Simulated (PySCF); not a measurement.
# How well do the runs reproduce experiment for C2H4F2?

**The experiment to reproduce.**

From NIST CCCBDB Release 22 (SRD 101), experimental dipoles, for the gas: dipole moment (dielectric constant against temperature) 2.262 ± 0.008 D.

The runs below try to reproduce these values; the comparison stands at the end.

Compound: C2H4F2.
Atom-mapped SMILES: `[CH3:1][CH:2]([F:3])[F:4]` (hydrogens: H5, H6, H7 on C1; H8 on C2)

Cartesian coordinates in Å at the PBE0-D3(BJ)/def2-TZVP level; atoms count from 1:
```xyz
8
C2H4F2 angstrom
C     -0.5475   -0.0194   -0.5627
C      0.4603   -0.0218    0.5445
F      1.5769   -0.7003    0.1646
F      0.8463    1.2504    0.8341
H     -0.1126    0.4485   -1.4470
H     -0.8373   -1.0431   -0.8017
H     -1.4323    0.5400   -0.2574
H      0.1009   -0.4754    1.4740
```

Runs made with PySCF (gas phase, on this PBE0-D3(BJ)/def2-TZVP geometry; no spin–orbit coupling):

| level | job | basis functions | wall time |
| --- | --- | --- | --- |
| PBE0-D3(BJ)/def2-TZVP, grid level 2 | geometry optimisation from a GFN2-xTB start shaken at random | 148 | 48 s |
| B97-2/pcSseg-2 | shieldings | 200 | 9.8 s |
| KT3/pcSseg-2 | shieldings | 200 | 15 s |
| PBE0/pcSseg-2 | shieldings, charges and field gradients | 200 | 11 s |
| wB97X-D/pcSseg-2 | shieldings | 200 | 13 s |
| CAM-B3LYP/aug-cc-pVTZ | 10 singlets by full TDDFT, 4 Tamm–Dancoff triplets, polarisability | 276 | 27 s |
| PBE0/aug-cc-pVTZ | 10 singlets by full TDDFT, 4 Tamm–Dancoff triplets, polarisability, dynamic polarisability | 276 | 26 s |
| wB97X-D/aug-cc-pVTZ | 10 singlets by full TDDFT, 4 Tamm–Dancoff triplets, polarisability, ΔSCF ions | 276 | 45 s |
| B3LYP/pcJ-2 | spin–spin couplings from 8 perturbed nuclei | 300 | 32 s |
| B97-2/pcJ-2 | spin–spin couplings from 8 perturbed nuclei | 300 | 32 s |
| PBE0/pcJ-2 | spin–spin couplings from 8 perturbed nuclei | 300 | 33 s |

Hardware: an Arm Neoverse V1 with one thread, no GPU, on a shared host.

Results beside the measurements:

**Dipole moment.** Measured: 2.262 D (NIST CCCBDB Release 22 (SRD 101), experimental dipoles).

```tsv
level	computed (D)	computed − measured (D)	% (from the printed values)
PBE0-D3(BJ)/def2-TZVP	2.190	-0.072	-3
B97-2/pcSseg-2	2.247	-0.015	-1
KT3/pcSseg-2	2.133	-0.129	-6
PBE0/pcSseg-2	2.263	+0.001	0
wB97X-D/pcSseg-2	2.283	+0.021	+1
CAM-B3LYP/aug-cc-pVTZ	2.317	+0.055	+2
PBE0/aug-cc-pVTZ	2.240	-0.022	-1
wB97X-D/aug-cc-pVTZ	2.250	-0.012	-1
B3LYP/pcJ-2	2.280	+0.018	+1
B97-2/pcJ-2	2.248	-0.014	-1
PBE0/pcJ-2	2.264	+0.002	0
```

The computed dipoles belong to one fixed geometry; measured ones are averaged over vibrations unless marked μe. Magnitudes are compared, not signs.

No measured geometry was used, and the causes of the misses weren't examined.
